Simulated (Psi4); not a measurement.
Psi4 input (wB97X-D/6-311+G**):

```
memory 1500 MB

molecule {
1 2
C    -0.07275672    1.12916893    0.00212857
S    -0.04234019   -0.64860717   -0.00102657
H     1.30459006   -0.82487224   -0.00447189
H    -1.11267682    1.44681760    0.00510357
H     0.46310493    1.48883727    0.88953771
H     0.45896518    1.49191853   -0.88651564
symmetry c1
no_reorient
no_com
}

set {
  basis 6-311+G**
  reference uks
  scf_type pk
  dft_radial_points 99
  dft_spherical_points 590
  e_convergence 1e-8
  d_convergence 1e-7
  maxiter 150
}

e = energy('wb97x-d')
print_out(f'\nFINAL {e:.10f} DIPOLE {variable("CURRENT DIPOLE")[0]:.6f} {variable("CURRENT DIPOLE")[1]:.6f} {variable("CURRENT DIPOLE")[2]:.6f}\n')
```

Output:

```
   => Loading Basis Set <=

    Name: 6-311+G**
    Role: ORBITAL
    Keyword: BASIS
    atoms 1   entry C          line   129 file 6-311pgss.gbs
    atoms 2   entry S          line   429 file 6-311pgss.gbs
    atoms 3-6 entry H          line    42 file 6-311pgss.gbs

   => WB97X-D: Empirical Dispersion <=

    Chai and Head-Gordon Dispersion Correction
    Chai, J.-D.; Head-Gordon, M. (2010), J. Chem. Phys., 132: 6615-6620

        s6 =       1.000000

         ---------------------------------------------------------
                                   SCF
               by Justin Turney, Rob Parrish, Andy Simmonett
                          and Daniel G. A. Smith
                              UKS Reference
         ---------------------------------------------------------

  ==> Geometry <==

    Molecular point group: c1
    Full point group: C1

    Geometry (in Angstrom), charge = 1, multiplicity = 2:

       Center              X                  Y                   Z               Mass
    ------------   -----------------  -----------------  -----------------  -----------------
         C           -0.072756720000     1.129168930000     0.002128570000    12.000000000000
         S           -0.042340190000    -0.648607170000    -0.001026570000    31.972071174400
         H            1.304590060000    -0.824872240000    -0.004471890000     1.007825032230
         H           -1.112676820000     1.446817600000     0.005103570000     1.007825032230
         H            0.463104930000     1.488837270000     0.889537710000     1.007825032230
         H            0.458965180000     1.491918530000    -0.886515640000     1.007825032230

  Running in c1 symmetry.

  Rotational constants: A =      3.34538  B =      0.44744  C =      0.42639 [cm^-1]
  Rotational constants: A = 100292.01668  B =  13413.93317  C =  12782.85979 [MHz]
  Nuclear repulsion =   57.029729099987549

  Charge       = 1
  Multiplicity = 2
  Electrons    = 25
  Nalpha       = 13
  Nbeta        = 12

  ==> Algorithm <==

  SCF Algorithm Type is PK.
  DIIS enabled.
  MOM disabled.
  Fractional occupation disabled.
  Guess Type is SAD.
  Energy threshold   = 1.00e-08
  Density threshold  = 1.00e-07
  Integral threshold = 1.00e-12

  ==> Primary Basis <==

  Basis Set: 6-311+G**
    Blend: 6-311+G**
    Number of shells: 40
    Number of basis functions: 76
    Number of Cartesian functions: 78
    Spherical Harmonics?: true
    Max angular momentum: 2

  ==> DFT Potential <==

   => LibXC <=

    Version 7.1.2
    S. Lehtola, C. Steigemann, M. J. T. Oliveira, and M. A. L. Marques,  SoftwareX 7, 1–5 (2018) (10.1016/j.softx.2017.11.002)

   => Composite Functional: WB97X-D <=

    wB97X-D Hyb-GGA Exchange-Correlation Functional

    J.-D. Chai and M. Head-Gordon,  Phys. Chem. Chem. Phys. 10, 6615–6620 (2008) (10.1039/B810189B)

    Deriv               =              1
    GGA                 =           TRUE
    Meta                =          FALSE

    Exchange Hybrid     =           TRUE
    MP2 Hybrid          =          FALSE

   => Exchange-Correlation Functionals <=

    1.0000   wB97X-D range-separated functional

   => Exact (HF) Exchange <=

    0.7780            HF,LR [omega = 0.2000]
    0.2220               HF

   => LibXC Density Thresholds  <==

    XC_HYB_GGA_XC_WB97X_D:  1.00E-14

   => Molecular Quadrature <=

    Radial Scheme          =       TREUTLER
    Pruning Scheme         =           NONE
    Nuclear Scheme         =       TREUTLER

    Blocking Scheme        =         OCTREE
    BS radius alpha        =              1
    Pruning alpha          =              1
    Radial Points          =             99
    Spherical Points       =            590
    Total Points           =         337205
    Total Blocks           =           2489
    Max Points             =            256
    Max Functions          =             76
    Weights Tolerance      =       1.00E-15

  ==> Integral Setup <==

  Using in-core PK algorithm.
   Calculation information:
      Number of atoms:                   6
      Number of AO shells:              40
      Number of primitives:             68
      Number of atomic orbitals:        78
      Number of basis functions:        76

      Integral cutoff                 1.00e-12
      Number of threads:                 1

  Performing in-core PK
  Using 12846603 doubles for integral storage.
  We computed 331837 shell quartets total.
  Whereas there are 336610 unique shell quartets.

  Computing range-separated integrals for PK
  We computed 331837 wK shell quartets total.
  Whereas there are 336610 wK unique shell quartets.

  ==> DiskJK: Disk-Based J/K Matrices <==

    J tasked:                  Yes
    K tasked:                  Yes
    wK tasked:                 Yes
    Omega:               2.000E-01
    Schwarz Cutoff:          1E-12


  Cached 100.0% of DFT collocation blocks in 0.628 [GiB].

  Minimum eigenvalue in the overlap matrix is 4.7107534024E-04.
  Reciprocal condition number of the overlap matrix is 6.3790243678E-05.
    Using symmetric orthogonalization.

  ==> Pre-Iterations <==

  SCF Guess: Superposition of Atomic Densities via on-the-fly atomic UHF (no occupation information).

   -------------------------
    Irrep   Nso     Nmo
   -------------------------
     A         76      76
   -------------------------
    Total      76      76
   -------------------------

  ==> Iterations <==

                        Total Energy        Delta E     RMS |[F,P]|

   @UKS iter SAD:  -438.30955774051080   -4.38310e+02   0.00000e+00
   @UKS iter   1:  -438.26481863611212    4.47391e-02   6.19544e-03 DIIS/ADIIS
   @UKS iter   2:  -438.30440051944561   -3.95819e-02   4.25500e-03 DIIS/ADIIS
   @UKS iter   3:  -438.35821537509668   -5.38149e-02   8.48668e-04 DIIS/ADIIS
   @UKS iter   4:  -438.35999044207398   -1.77507e-03   1.34292e-04 DIIS/ADIIS
   @UKS iter   5:  -438.36016608401775   -1.75642e-04   4.11525e-05 DIIS
   @UKS iter   6:  -438.36019446390731   -2.83799e-05   1.69148e-05 DIIS
   @UKS iter   7:  -438.36019929166645   -4.82776e-06   6.24198e-06 DIIS
   @UKS iter   8:  -438.36019975178192   -4.60115e-07   9.44195e-07 DIIS
   @UKS iter   9:  -438.36019975875251   -6.97059e-09   3.39685e-07 DIIS
   @UKS iter  10:  -438.36019975971169   -9.59176e-10   9.23493e-08 DIIS
  Energy and wave function converged.

  ==> Post-Iterations <==

   Electrons on quadrature grid:
      Nalpha   =   12.9999994397 ; deviation = -5.603e-07
      Nbeta    =   11.9999994439 ; deviation = -5.561e-07
      Ntotal   =   24.9999988837 ; deviation = -1.116e-06

   @Spin Contamination Metric:   3.692764683E-03
   @S^2 Expected:                7.500000000E-01
   @S^2 Observed:                7.536927647E-01
   @S   Expected:                5.000000000E-01
   @S   Observed:                5.000000000E-01

    Orbital Energies [Eh]
    ---------------------

    Alpha Occupied:

       1A    -89.373999     2A    -10.562565     3A     -8.410625
       4A     -6.364193     5A     -6.355437     6A     -6.351301
       7A     -1.198749     8A     -1.016823     9A     -0.819464
      10A     -0.782935    11A     -0.748719    12A     -0.704710
      13A     -0.657528

    Alpha Virtual:

      14A     -0.164432    15A     -0.130499    16A     -0.087500
      17A     -0.063160    18A     -0.058887    19A     -0.040353
      20A     -0.029183    21A     -0.018230    22A     -0.015365
      23A      0.001437    24A      0.010588    25A      0.028612
      26A      0.133711    27A      0.167763    28A      0.184917
      29A      0.186279    30A      0.235210    31A      0.248471
      32A      0.263622    33A      0.341182    34A      0.391036
      35A      0.413856    36A      0.461300    37A      0.475839
      38A      0.529301    39A      0.538499    40A      0.545701
      41A      0.670050    42A      0.745081    43A      0.780432
      44A      0.938205    45A      0.947612    46A      1.232644
      47A      1.247806    48A      1.278425    49A      1.379695
      50A      1.408858    51A      1.423713    52A      1.435039
      53A      1.506070    54A      1.608101    55A      1.636317
      56A      1.663956    57A      1.823023    58A      1.919224
      59A      2.003705    60A      2.041696    61A      2.282580
      62A      2.309421    63A      2.325013    64A      2.368249
      65A      2.386966    66A      2.457907    67A      2.698939
      68A      3.020296    69A      3.541151    70A      3.604892
      71A      7.595627    72A     17.076434    73A     17.136363
      74A     17.195599    75A     23.765707    76A    188.807293

    Beta Occupied:

       1A    -89.367947     2A    -10.562376     3A     -8.405287
       4A     -6.351541     5A     -6.347587     6A     -6.345582
       7A     -1.170587     8A     -0.998255     9A     -0.809542
      10A     -0.754773    11A     -0.744321    12A     -0.691954

    Beta Virtual:

      13A     -0.370913    14A     -0.158679    15A     -0.118776
      16A     -0.082279    17A     -0.056213    18A     -0.053735
      19A     -0.031874    20A     -0.024523    21A     -0.016319
      22A     -0.006826    23A      0.009245    24A      0.012482
      25A      0.033223    26A      0.136726    27A      0.169877
      28A      0.187929    29A      0.198891    30A      0.239217
      31A      0.262453    32A      0.272955    33A      0.347736
      34A      0.401445    35A      0.431901    36A      0.462658
      37A      0.513484    38A      0.537657    39A      0.553017
      40A      0.572024    41A      0.681187    42A      0.758919
      43A      0.809269    44A      0.940538    45A      0.961153
      46A      1.234109    47A      1.260059    48A      1.282581
      49A      1.383531    50A      1.411344    51A      1.442802
      52A      1.450793    53A      1.511776    54A      1.619269
      55A      1.640284    56A      1.672877    57A      1.826166
      58A      1.923257    59A      2.007716    60A      2.043973
      61A      2.287645    62A      2.310566    63A      2.328883
      64A      2.369277    65A      2.393486    66A      2.458706
      67A      2.702825    68A      3.022194    69A      3.545413
      70A      3.605683    71A      7.604702    72A     17.097715
      73A     17.140668    74A     17.199937    75A     23.766206
      76A    188.812313

    Final Occupation by Irrep:
              A
    DOCC [    12 ]
    SOCC [     1 ]
    NA   [    13 ]
    NB   [    12 ]

  @UKS Final Energy:  -438.36019975971169

   => Energetics <=

    Nuclear Repulsion Energy =             57.0297290999875486
    One-Electron Energy =                -708.9766634295471022
    Two-Electron Energy =                 236.7973928245418165
    DFT Exchange-Correlation Energy =     -23.2098190145539363
    Empirical Dispersion Energy =          -0.0008392401399991
    VV10 Nonlocal Energy =                  0.0000000000000000
    Total Energy =                       -438.3601997597116906

  UHF NO Occupations:
  HONO-2 :   11  A 1.9997389
  HONO-1 :   12  A 1.9988052
  HONO-0 :   13  A 1.0000000
  LUNO+0 :   14  A 0.0011948
  LUNO+1 :   15  A 0.0002611
  LUNO+2 :   16  A 0.0002522
  LUNO+3 :   17  A 0.0001089

Computation Completed

Properties will be evaluated at   0.000000,   0.000000,   0.000000 [a0]

Properties computed using the SCF density matrix

 Multipole Moments:

 ------------------------------------------------------------------------------------
     Multipole            Electronic (a.u.)      Nuclear  (a.u.)        Total (a.u.)
 ------------------------------------------------------------------------------------

 L = 1.  Multiply by 2.5417464519 to convert [e a0] to [Debye]
 Dipole X            :          0.4978946           -0.0000000            0.4978946
 Dipole Y            :          0.1663389            0.0000000            0.1663389
 Dipole Z            :         -0.0008720            0.0000001           -0.0008719
 Magnitude           :                                                    0.5249461

 ------------------------------------------------------------------------------------

FINAL -438.3601997597 DIPOLE 0.497895 0.166339 -0.000872

*** Psi4 exiting successfully. Buy a developer a beer!
```

The dipole moment of an ion depends on the origin.

The geometry given is a B3LYP-D3(BJ)/def2-TZVP minimum.
